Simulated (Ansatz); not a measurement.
# AlBHO+ (triplet): from Hartree-Fock to the top rungs, cc-pVDZ

One table from this session's results is given with a row withheld; the runs are named, their logs left out.

Computed with Ansatz 0.2.0, Gaussian basis. Level: cc-pVDZ, core rule «outside noble gas», up to 7 orbitals frozen.

The runs, in order: UHF; CCSD(T) on ROHF; CCSD(T) on UHF; BCCD(T) on ROHF; CISD; CCSDT(Q) on ROHF; CCSDT(Q) on UHF; CASSCF and MRCISD+Q, 10 electrons in 10 orbitals; CASSCF and NEVPT2, 10 electrons in 10 orbitals.

17 further runs of the same task are left out: 6 that didn't finish, 11 set aside as unsound or not needed.

## The geometry

The geometry is a PBE0/def2-TZVP stationary point (not a proven minimum) of the parent state, kept for this charge and spin.

4 atoms, charge 1, spin multiplicity 3.

Atoms are counted from 1 here; the program's logs count them from 0.

Bond lengths: B1–Al2 2.029 Å, B1–H4 1.182 Å, Al2–O3 1.599 Å. Angles: Al2–B1–H4 180.0°, B1–Al2–O3 180.0°.

As a file:

| atom | x (Å) | y (Å) | z (Å) |
| --- | --- | --- | --- |
| B1 | 0.0000 | 0.0000 | 1.1190 |
| Al2 | 0.0000 | 0.0000 | -0.9104 |
| O3 | 0.0000 | 0.0000 | -2.5093 |
| H4 | 0.0000 | 0.0000 | 2.3007 |

The first run:

The input, in.yaml:

```yaml
crystal:
  periodic: [false, false, false]
  atoms:
    - {symbol: B, position_ang: [0.000000, 0.000000, 1.119000]}
    - {symbol: Al, position_ang: [0.000000, 0.000000, -0.910400]}
    - {symbol: O, position_ang: [0.000000, 0.000000, -2.509300]}
    - {symbol: H, position_ang: [0.000000, 0.000000, 2.300700]}
basis:
  gaussian: {orbitals: cc-pVDZ}
total_charge: 1
magnetization: {spin_polarized: true, initial_magnetization: 2}
hamiltonian: {xc: hf}
output: {orbitals: {seedname: orbitals}}
```

Launch:

```bash
ansatz run in.yaml --threads 1 --pin off --events-out ev --progress --plain --max-ram 2393MiB
```

Steps of the session up to this table: UHF; CCSD(T) on ROHF; CCSD(T) on UHF; BCCD(T) on ROHF; CISD; CCSDT(Q) on ROHF; CCSDT(Q) on UHF; CASSCF and MRCISD+Q, 10 electrons in 10 orbitals; CASSCF and NEVPT2, 10 electrons in 10 orbitals.

One table of the session follows, with a row left open; its other results are not shown here.

```
         method  from UCCSDT(Q) (kcal/mol)
           ROHF                    +172.60
            UHF                          ?
           RMP2                     +25.74
           UMP2                     +25.83
           CISD                     +17.70
          RCCSD                      +4.99
          UCCSD                      +4.91
       RCCSD(T)                      +1.34
       UCCSD(T)                      +1.33
        BCCD(T)                      +1.33
         RCCSDT                      +0.45
         UCCSDT                      +0.44
      RCCSDT(Q)                      +0.04
      UCCSDT(Q)                          0
CASSCF frontier                    +108.84
NEVPT2 frontier                     +29.16
```

**Question.** Estimate the row for UHF.

The run gave: from UCCSDT(Q) (kcal/mol): +168.85. In the column «from UCCSDT(Q) (kcal/mol)» it lies between CASSCF frontier (+108.84) and ROHF (+172.60).

Not comparable, so not listed: CASSCF and MRCISD+Q, 10 electrons in 10 orbitals (they don't share determinant, frozen orbitals or solution with the rows shown, or repeat one).

Caveats from the session: Restricted and unrestricted rows rest on different reference determinants; where their highest levels disagree by more than a few hundredths of an eV, they describe different states and don't form one ladder. Warnings in the runs' records: passed over end.
